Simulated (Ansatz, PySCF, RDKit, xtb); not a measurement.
# C6H8: ranking a sample of isomers

Which of a sample of isomers of C6H8 is the most stable in the gas at 298.15 K, and what are its properties? The sample is small against all isomers, and the most stable one of this formula need not be in it.

Plan: many cheap relaxations first (GFN2-xTB), then density-functional screening, relaxation at r2SCAN-D4/def2-SVP, vibrations (at GFN2-xTB) and a final energy. The numbers are computed, not measured.

### Step 1. Drawing up candidates

Isomers were taken from a list of plausible structures; this is a sample, not all of them. That gives 3 candidates.

```tsv
label	SMILES	spin
c169	C=CC#CCC	singlet
c653	C=CCC#CC	singlet
c856	C#C[C@@H](C)C=C	singlet
```

Candidates are built by distance geometry, with a force field where one applies, in up to four conformers (letters a to d).

Q: Predict the outcome of this search (final energies at CCSD(T)/def2-SVP + MP2/def2-TZVPP - MP2/def2-SVP).

| quantity | value |
| --- | --- |
| lowest structure found | C=CC#CCC, singlet |
| next finalist | C=CCC#CC, singlet, 1.9 kcal/mol higher in G |
| share at equilibrium, among the finalists | 95.8 % |
| dipole moment (PBE0/def2-SVPD) | 0.72 D |
| HOMO energy (PBE0/def2-SVPD) | -6.68 eV |
| LUMO energy (PBE0/def2-SVPD) | -0.77 eV |
| HOMO–LUMO gap (PBE0/def2-SVPD) | 5.92 eV |
| lowest excitation (TD-PBE0/def2-SVPD) | 5.03 eV (f = 0.000) |
| strongest of the states computed, same level | 7.32 eV (f = 0.490) |
| lowest triplet excitation, same level, Tamm-Dancoff | 3.23 eV |
| vertical ionisation energy | 8.63 eV |
| vertical electron affinity | -1.04 eV (unbound: the value depends on the basis) |
| vertical triplet less singlet | +3.27 eV |

`C=CC#CCC` comes out lowest. The margin, 1.9 kcal/mol, is modest. GFN2-xTB, HF/STO-3G, r2SCAN-D4/def2-SVP, r2SCAN-D4/def2-SVP, relaxed, HF/def2-SVP and MP2/def2-SVP already put its bonding pattern lowest among the structures in one piece. One minimum inside the window was never screened. The search is not exhaustive (a finite list of starts, one conformer a finalist), so a lower isomer can't be ruled out. Only 3 drawn patterns were tried, so whole families of isomers are missing, and the result ranks this sample alone. The lowest isomer need not be the one that is made and kept in a bottle, which depends on barriers.
